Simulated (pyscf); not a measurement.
H₃Si–NH–SiH₃ + H₂O -> HO–SiH₃ + H₂N–SiH₃ (four-centre exchange; singlet surface; N–Si, H–O broken, O–Si, H–N formed). Single points on ωB97X-D3(BJ)/def2-SVP structures (PySCF, gas phase). Energies in kcal/mol from the separated reactants.

| level | barrier | reaction energy |
|---|---|---|
| r²SCAN/def2-TZVP | 20.1 | -8.7 |
| B3LYP-D3(BJ)/def2-TZVP | 22.9 | -7.9 |
| PBE0-D3(BJ)/def2-TZVP | 20.4 | -7.1 |
| M06-2X/def2-TZVP | 22.9 | -7.9 |
| ωB97M-D3(BJ)/def2-TZVP | 22.9 | -7.9 |
| HF/def2-TZVP | 42.0 | -10.1 |

The functionals in the table span 2.8 kcal/mol in this barrier, from r²SCAN to B3LYP-D3(BJ). On the reactant side the descent ends in a complex, 4.2 kcal/mol under the separated species and 27.0 kcal/mol under the saddle at ωB97X-D3(BJ)/def2-TZVP. On the product side the descent ends in a complex (not fully relaxed), 4.4 kcal/mol under the separated species and 33.6 kcal/mol under the saddle at ωB97X-D3(BJ)/def2-TZVP. One saddle was located; it need not be the lowest between these sides.
